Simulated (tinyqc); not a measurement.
Worked calculation (part 2 of 2): CCD on RHF in the sto-6g basis, frozen core, for H2F+, spin multiplicity 1. Computed by tinyqc, a small Python program that keeps every step (integrals from PySCF). Command: `OMP_NUM_THREADS=1 python tinyqc.py 28902 28903 out.jsonl` (the two numbers bound the seeds that draw the settings). One thread of a shared host (Intel(R) Xeon(R) Processor @ 2.60GHz), about 0.1 s of CPU time with the checks.

Geometry (angstrom):
```
atom       x        y       z
F     0.0000   0.0000  0.0000
H     0.0000   0.7230  0.5430
H     0.0000  -0.7400  0.5550
```

## CCD: amplitude update 1

Starting amplitudes (spin orbitals 1a, 1b, ...; amplitudes related by a flip of all spins are not repeated; the 24 largest):
```
from      to        t
3a 3b  7a 7b  -0.0533
3a 4b  6b 7a   0.0287
4a 4b  6a 6b  -0.0277
3a 3b  6a 6b  -0.0236
2a 3b  6a 7b  -0.0206
2a 2b  6a 6b  -0.0199
4a 4b  7a 7b  -0.0191
2a 4b  6a 6b  -0.0180
3a 4a  6a 7a   0.0150
3a 4b  6a 7b  -0.0138
5a 5b  6a 6b  -0.0129
2a 3a  6a 7a  -0.0124
2a 2b  7a 7b  -0.0115
2a 3b  6b 7a   0.0082
5a 5b  7a 7b  -0.0076
3a 4b  6a 6b   0.0037
2a 4b  7a 7b   0.0030
2a 3b  7a 7b  -0.0024
3a 3b  6a 7b   0.0022
3a 4b  7a 7b  -0.0021
2a 3b  6a 6b   0.0020
2a 4b  6b 7a   0.0016
2a 4b  6a 7b  -0.0012
2a 2b  6a 7b  -0.0008
```

Two-electron integrals over orbitals (pq|rs), unique and non-zero (hartree); the lowest 1 orbital is frozen and left out:
```
(22|22) 0.8699      (32|22) 0.0024      (32|32) 0.1633      (33|22) 0.7771
(33|32) -0.0021     (33|33) 0.7631      (42|22) 0.0178      (42|32) -2.52e-05
(42|33) -0.0049     (42|42) 0.1543      (43|22) 0.0015      (43|32) 0.0014
(43|33) 0.0020      (43|42) -0.0026     (43|43) 0.0491      (44|22) 0.8167
(44|32) -0.0024     (44|33) 0.7323      (44|42) -0.0957     (44|43) 0.0033
(44|44) 0.9197      (52|52) 0.1795      (53|52) -0.0018     (53|53) 0.0397
(54|52) -0.0393     (54|53) 0.0007      (54|54) 0.0580      (55|22) 0.8810
(55|32) -0.0016     (55|33) 0.7629      (55|42) -0.0501     (55|43) 0.0028
(55|44) 0.8458      (55|55) 0.9981      (62|22) -0.1595     (62|32) 0.0046
(62|33) -0.1017     (62|42) -0.0362     (62|43) -0.0019     (62|44) -0.1118
(62|55) -0.1630     (62|62) 0.0868      (63|22) 0.0145      (63|32) 0.0225
(63|33) 0.0124      (63|42) -0.0044     (63|43) 0.0149      (63|44) 0.0132
(63|55) 0.0161      (63|62) -0.0071     (63|63) 0.0616      (64|22) -0.1248
(64|32) -0.0044     (64|33) -0.0777     (64|42) 0.0108      (64|43) -0.0009
(64|44) -0.1380     (64|55) -0.1302     (64|62) 0.0606      (64|63) -0.0093
(64|64) 0.0653      (65|52) -0.0564     (65|53) 0.0023      (65|54) -0.0040
(65|65) 0.0293      (66|22) 0.6071      (66|32) -0.0133     (66|33) 0.5784
(66|42) 0.0719      (66|43) -0.0068     (66|44) 0.5553      (66|55) 0.5741
(66|62) -0.0661     (66|63) -0.0090     (66|64) -0.0300     (66|66) 0.5676
(72|22) -0.0148     (72|32) -0.0560     (72|33) -0.0073     (72|42) -0.0007
(72|43) 0.0278      (72|44) -0.0117     (72|55) -0.0148     (72|62) 0.0036
(72|63) 0.0298      (72|64) 0.0056      (72|66) -0.0072     (72|72) 0.0537
(73|22) -0.1877     (73|32) 0.0050      (73|33) -0.1582     (73|42) 0.0635
(73|43) -0.0009     (73|44) -0.1977     (73|55) -0.2186     (73|62) 0.0751
(73|63) -0.0062     (73|64) 0.0760      (73|66) -0.0238     (73|72) 0.0090
(73|73) 0.1562      (74|22) -0.0039     (74|32) 0.0631      (74|33) -0.0035
(74|42) -0.0020     (74|43) -0.0126     (74|44) -0.0050     (74|55) -0.0045
(74|62) 0.0043      (74|63) 0.0364      (74|64) -0.0013     (74|66) -0.0107
(74|72) -0.0112     (74|73) 0.0060      (74|74) 0.0512      (75|52) -0.0050
(75|53) -0.0249     (75|54) 3.78e-04    (75|65) 0.0010      (75|75) 0.0196
(76|22) 0.0019      (76|32) 0.0980      (76|33) -0.0025     (76|42) 0.0030
(76|43) 0.0397      (76|44) -0.0036     (76|55) -0.0007     (76|62) -0.0018
(76|63) 0.0717      (76|64) -0.0070     (76|66) -0.0217     (76|72) 0.0109
(76|73) 0.0083      (76|74) 0.0586      (76|76) 0.1488      (77|22) 0.6341
(77|32) 0.0158      (77|33) 0.6363      (77|42) 0.0115      (77|43) 0.0055
(77|44) 0.6085      (77|55) 0.6165      (77|62) -0.0525     (77|63) 0.0156
(77|64) -0.0285     (77|66) 0.5544      (77|72) -0.0036     (77|73) -0.0654
(77|74) 0.0084      (77|76) 0.0197      (77|77) 0.6017
```

orbital energies (hartree): MO1 -27.0025, MO2 -2.1412, MO3 -1.2662, MO4 -1.1389, MO5 -1.0904, MO6 0.0406, MO7 0.1992

t_ij^ab D_ij^ab are set to the remaining terms of the spin-orbital equations, evaluated with the old amplitudes; for the doubles these are <ij||ab> + 1/2 <ab||ef> t_ij^ef + 1/2 <mn||ij> t_mn^ab + P(ij)P(ab) <mb||ej> t_im^ae + terms in t^2, D the orbital-energy denominators.

Amplitudes after update 1 (spin orbitals 1a, 1b, ...; amplitudes related by a flip of all spins are not repeated; the 24 largest):
```
from      to        t
3a 3b  7a 7b  -0.0657
3a 4b  6b 7a   0.0352
4a 4b  6a 6b  -0.0327
3a 3b  6a 6b  -0.0297
2a 3b  6a 7b  -0.0251
2a 4b  6a 6b  -0.0234
4a 4b  7a 7b  -0.0225
2a 2b  6a 6b  -0.0215
3a 4b  6a 7b  -0.0193
3a 4a  6a 7a   0.0158
5a 5b  6a 6b  -0.0141
2a 3a  6a 7a  -0.0129
2a 3b  6b 7a   0.0121
2a 2b  7a 7b  -0.0116
5a 5b  7a 7b  -0.0071
3a 4b  6a 6b   0.0048
2a 3b  7a 7b  -0.0031
3a 4b  7a 7b  -0.0027
3a 3b  6a 7b   0.0027
2a 3b  6a 6b   0.0026
2a 4b  7a 7b   0.0021
2a 4b  6b 7a   0.0018
2a 4b  6a 7b  -0.0014
2a 2b  6a 7b  -0.0010
```

correlation energy = -0.035268 hartree

## CCD: amplitude update 2

As before.

Amplitudes after update 2 (spin orbitals 1a, 1b, ...; amplitudes related by a flip of all spins are not repeated; the 24 largest):
```
from      to        t
3a 3b  7a 7b  -0.0691
3a 4b  6b 7a   0.0367
4a 4b  6a 6b  -0.0342
3a 3b  6a 6b  -0.0315
2a 3b  6a 7b  -0.0260
2a 4b  6a 6b  -0.0248
4a 4b  7a 7b  -0.0233
2a 2b  6a 6b  -0.0217
3a 4b  6a 7b  -0.0215
3a 4a  6a 7a   0.0152
5a 5b  6a 6b  -0.0143
2a 3b  6b 7a   0.0135
2a 3a  6a 7a  -0.0124
2a 2b  7a 7b  -0.0114
5a 5b  7a 7b  -0.0066
3a 4b  6a 6b   0.0052
2a 3b  7a 7b  -0.0033
3a 4b  7a 7b  -0.0029
3a 3b  6a 7b   0.0028
2a 3b  6a 6b   0.0028
2a 4b  6b 7a   0.0018
2a 4b  7a 7b   0.0017
2a 4b  6a 7b  -0.0015
2a 2b  6a 7b  -0.0011
```

correlation energy = -0.036752 hartree

## CCD: amplitude update 3

t_ij^ab D_ij^ab are set to the remaining terms of the spin-orbital equations, evaluated with the old amplitudes; for the doubles these are <ij||ab> + 1/2 <ab||ef> t_ij^ef + 1/2 <mn||ij> t_mn^ab + P(ij)P(ab) <mb||ej> t_im^ae + terms in t^2, D the orbital-energy denominators. DIIS then mixes the stored amplitudes.

DIIS coefficients: -0.4712  1.4712

Amplitudes after update 3 (spin orbitals 1a, 1b, ...; amplitudes related by a flip of all spins are not repeated; the 24 largest):
```
from      to        t
3a 3b  7a 7b  -0.0707
3a 4b  6b 7a   0.0373
4a 4b  6a 6b  -0.0350
3a 3b  6a 6b  -0.0323
2a 3b  6a 7b  -0.0262
2a 4b  6a 6b  -0.0254
4a 4b  7a 7b  -0.0236
3a 4b  6a 7b  -0.0227
2a 2b  6a 6b  -0.0218
3a 4a  6a 7a   0.0146
5a 5b  6a 6b  -0.0144
2a 3b  6b 7a   0.0143
2a 3a  6a 7a  -0.0120
2a 2b  7a 7b  -0.0113
5a 5b  7a 7b  -0.0063
3a 4b  6a 6b   0.0054
2a 3b  7a 7b  -0.0033
3a 4b  7a 7b  -0.0030
3a 3b  6a 7b   0.0029
2a 3b  6a 6b   0.0029
2a 4b  6b 7a   0.0019
2a 4b  6a 7b  -0.0015
2a 4b  7a 7b   0.0014
2a 2b  6a 7b  -0.0011
```

correlation energy = -0.037357 hartree

## CCD: convergence

E_corr = 1/4 sum <ij||ab> t_ij^ab; stop when the norm of the change is below 1e-8.

Course of the amplitude iterations:
```
update  correlation energy (hartree)  norm of the change
0                          -0.029184                   -
1                          -0.035268            4.54e-02
2                          -0.036752            1.33e-02
3                          -0.037357            4.47e-03
4                          -0.037352            4.44e-04
5                          -0.037353            7.33e-05
6                          -0.037353            3.82e-06
7                          -0.037353            8.20e-07
8                          -0.037353            5.80e-08
9                          -0.037353            1.16e-08
10                         -0.037353            3.43e-09
```

Converged amplitudes (spin orbitals 1a, 1b, ...; amplitudes related by a flip of all spins are not repeated; the 24 largest):
```
from      to        t
3a 3b  7a 7b  -0.0708
3a 4b  6b 7a   0.0373
4a 4b  6a 6b  -0.0352
3a 3b  6a 6b  -0.0321
2a 3b  6a 7b  -0.0262
2a 4b  6a 6b  -0.0255
4a 4b  7a 7b  -0.0235
3a 4b  6a 7b  -0.0228
2a 2b  6a 6b  -0.0218
3a 4a  6a 7a   0.0144
5a 5b  6a 6b  -0.0144
2a 3b  6b 7a   0.0143
2a 3a  6a 7a  -0.0119
2a 2b  7a 7b  -0.0112
5a 5b  7a 7b  -0.0063
3a 4b  6a 6b   0.0054
2a 3b  7a 7b  -0.0033
3a 4b  7a 7b  -0.0030
3a 3b  6a 7b   0.0029
2a 3b  6a 6b   0.0029
2a 4b  6b 7a   0.0019
2a 4b  6a 7b  -0.0015
2a 4b  7a 7b   0.0015
2a 2b  6a 7b  -0.0011
```

CCD total energy = -99.815123 hartree

Converged in 10 updates, with DIIS from the third.
